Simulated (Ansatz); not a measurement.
**Structure relaxation of Ca**

Level of theory: Ansatz 0.2.0, DFT r2SCAN, scalar-relativistic, plane waves, PAW. Cutoff 500 eV, Γ-centred k mesh, Gaussian smearing, no spin polarisation in the final step.

The start puts Ca on the diamond structure type (Fd-3m, No. 227), at a guessed volume.

```
CELL_PARAMETERS angstrom
0.00000 3.67265 3.67265
3.67265 0.00000 3.67265
3.67265 3.67265 0.00000
ATOMIC_POSITIONS crystal
Ca 0.50000 0.50000 0.50000
Ca 0.75000 0.75000 0.75000
```

Cell and atoms relax at zero pressure; the relaxation can't lower the symmetry of the start.

Energies count from the standard state of Ca at the same level.

Q: Describe the relaxed structure.

A: It keeps Fd-3m (No. 227). The result has the diamond structure. Conventional cell: a = 8.664 Å. Ca has 4 Ca at 3.75 Å.

```cif
data_structure
_symmetry_space_group_name_H-M 'Fd-3m:1'
_symmetry_Int_Tables_number 227
_cell_length_a 8.6637
_cell_length_b 8.6637
_cell_length_c 8.6637
_cell_angle_alpha 90.000
_cell_angle_beta 90.000
_cell_angle_gamma 90.000
_cell_volume 650.30
loop_
_atom_site_label
_atom_site_type_symbol
_atom_site_symmetry_multiplicity
_atom_site_Wyckoff_symbol
_atom_site_fract_x
_atom_site_fract_y
_atom_site_fract_z
_atom_site_occupancy
Ca1 Ca 8 b 0.00000 0.00000 0.50000 1
```

Q: What are its volume, energy, density and gap?

A: The volume per atom is 81.29 Å³, the density is 0.82 g/cm³ and the energy over the standard structure is 1.14 eV/atom. The gap on the 12×12×12 mesh is 0 eV (a metal).

The final run used a 12×12×12 mesh on its 2-atom cell and 0.10 eV smearing. For metals, differences of a few meV/atom aren't resolved. A structure relaxed within its symmetry needn't be a true minimum. The steps took of the order of 100 core-seconds in all.